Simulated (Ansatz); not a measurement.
# What each rung costs and misses: atomization of HCl, singlet

Geometry (MP2(full)/6-31G*, from the G2/97 set):

```json
{"atom": "Cl", "x (Å)": "0.0000", "y (Å)": "0.0000", "z (Å)": "0.0000"}
{"atom": "H", "x (Å)": "0.0000", "y (Å)": "0.0000", "z (Å)": "1.2800"}
```

Measured, as an electronic atomization energy: 445.4 kJ/mol (G2/97 heats of formation of molecule and atoms, with zero-point and thermal terms from B3LYP taken off; Curtiss et al., J. Chem. Phys. 106, 1063 (1997), Staroverov et al., J. Chem. Phys. 119, 12129 (2003)). The measured value holds scalar relativity and spin–orbit coupling, which all computed ones lack, and core correlation, which the wave-function levels lack. Atoms are taken at the same level; beside RHF, RMP2 and RCC rows they are unrestricted. Ansatz 0.2.0; the 6-31G* set has Cartesian d functions; a miss is computed less measured; times are wall times on shared hosts and scatter by a factor of two or so. A small miss in a small set is a cancellation of the method's error against the basis error.

```tsv
level	basis	miss (kJ/mol)	time of the run	hardware
CISD	STO-3G	-63.2	0.06 s	1 CPU thread
full CI	STO-3G	-63.2	0.06 s	1 CPU thread
RCCSDT(Q)	STO-3G	-63.2	0.12 s	1 CPU thread
PBE	STO-3G	16.1	0.12 s	1 CPU thread
revPBE	STO-3G	4.3	0.12 s	1 CPU thread
BHLYP	STO-3G	-9.2	0.12 s	1 CPU thread
BHLYP	6-31G	-85.7	0.15 s	1 CPU thread
B2PLYP	STO-3G	-22.5	0.15 s	1 CPU thread
NEVPT2 (valence space)	6-31G	-120.9	0.15 s	1 CPU thread
CISD	6-31G*	-77.6	0.18 s	1 CPU thread
PBE0	6-31G	-70.1	0.19 s	1 CPU thread
PBE0	cc-pV(D+d)Z	-13.0	0.21 s	1 CPU thread
RCCSD(T)	cc-pV(D+d)Z	-30.3	0.22 s	1 CPU thread
B3LYP	cc-pV(D+d)Z	-14.6	0.24 s	1 CPU thread
PBE	cc-pV(D+d)Z	-7.5	0.24 s	1 CPU thread
BCCD(T)	cc-pV(D+d)Z	-30.3	0.27 s	1 CPU thread
BHLYP	cc-pV(T+d)Z	-18.9	0.27 s	1 CPU thread
RPA-PBE	cc-pV(D+d)Z	-61.9	0.27 s	1 CPU thread
B2PLYP	cc-pV(D+d)Z	-21.0	0.28 s	1 CPU thread
revPBE	cc-pV(Q+d)Z	-10.1	0.36 s	1 CPU thread
PBE	cc-pV(Q+d)Z	-0.1	0.36 s	1 CPU thread
CAM-B3LYP	cc-pV(T+d)Z	-6.4	0.37 s	1 CPU thread
RPA-PBE	cc-pV(T+d)Z	-35.0	0.39 s	1 CPU thread
RHF	cc-pV(Q+d)Z	-123.4	0.4 s	1 CPU thread
PBE0	cc-pV(Q+d)Z	-6.1	0.42 s	1 CPU thread
CISDTQ	6-31G	-122.2	0.43 s	1 CPU thread
full CI	6-31G	-122.2	0.45 s	1 CPU thread
BHLYP	cc-pV(Q+d)Z	-17.9	0.45 s	1 CPU thread
r2SCAN	cc-pV(D+d)Z	-6.3	0.46 s	1 CPU thread
NEVPT2 (valence space)	cc-pV(T+d)Z	-8.7	0.48 s	1 CPU thread
wB97M-V	cc-pV(D+d)Z	-0.9	0.6 s	1 CPU thread
CISDTQ	6-31G*	-70.4	0.67 s	1 CPU thread
CISD	cc-pV(T+d)Z	-23.6	0.7 s	1 CPU thread
RPA-PBE	cc-pV(Q+d)Z	-27.8	0.85 s	1 CPU thread
wB97M-V	cc-pV(T+d)Z	3.0	0.97 s (with forces)	1 CPU thread
wB97M-V	cc-pV(Q+d)Z	3.9	1.3 s	1 CPU thread
BCCD(T)	cc-pV(Q+d)Z	-0.5	1.7 s	1 CPU thread
MRCISD+Q (valence space)	cc-pV(Q+d)Z	-2.5	1.8 s	H100 + 2 CPU threads
NEVPT2 (valence space)	cc-pV(Q+d)Z	-2.5	2.2 s	1 CPU thread
RCCSDT(Q)	cc-pV(T+d)Z	-8.4	5.5 s	1 CPU thread
```

HF's time is that of a plain UHF run.

The smallest set from which on each level stays within 1 kcal/mol of its own cc-pV(Q+d)Z value (sets in order of size: STO-3G, 6-31G, 6-31G*, cc-pV(D+d)Z, cc-pV(T+d)Z, cc-pV(Q+d)Z): RHF cc-pV(T+d)Z; PBE cc-pV(T+d)Z; r2SCAN cc-pV(T+d)Z; B3LYP cc-pV(T+d)Z; wB97M-V cc-pV(T+d)Z; B2PLYP cc-pV(T+d)Z; RMP2 none (cc-pV(T+d)Z is 2.0 kcal/mol off); RCCSD(T) none (cc-pV(T+d)Z is 1.9 kcal/mol off).
